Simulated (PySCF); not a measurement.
H4N2, SMILES NN. Atoms are numbered in the order given.

```xyz
6

N      0.7083     0.0978     0.0736
N     -0.7083    -0.0978     0.0736
H      1.1441    -0.7816     0.3186
H      1.0600     0.3861    -0.8341
H     -1.1441     0.7816     0.3186
H     -1.0600    -0.3861    -0.8341
```
Charge 0, spin multiplicity 1.

The structure is a stationary point at B3LYP-D3(BJ)/def2-TZVP.

Method: PBE/pcSseg-2 in PySCF.

GIAO shieldings, no solvent; atoms listed in one row are averaged. δ = σ(ref) − σ: ¹⁵N against NH3 (σ = 262.8 ppm); ¹H against TMS (σ = 31.47 ppm), references at their B3LYP-D3(BJ)/def2-TZVP geometries, non-relativistic.

| nucleus | atoms | count | δ (ppm) |
|---|---|---|---|
| ¹⁵N | N1, N2 | 2 | 68.9 |
| ¹H | H4, H6 | 2 | 2.87 |
| ¹H | H3, H5 | 2 | 2.77 |
